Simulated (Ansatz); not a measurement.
methylamine cation (CH5N), SMILES NC (connectivity only; charge and spin as stated), charge +1, multiplicity 2.

Geometry: B3LYP-D3(BJ)/def2-TZVP. The spin state was assumed, not searched.

Two levels are set side by side: PBE/def2-TZVPD (Ansatz, a first-principles code) and CAM-B3LYP/def2-TZVPD (Ansatz). Energy differences of separate SCF runs at the same geometry; the states with an electron removed or added have multiplicity 1 and 1. Differences are taken from unrounded values.

```
quantity                         CAM-B3LYP    PBE  PBE minus CAM-B3LYP
-------------------------------  ---------  -----  -------------------
vertical ionisation energy (eV)      19.31  18.86                -0.46
vertical electron affinity (eV)       8.70   8.55                -0.15
```
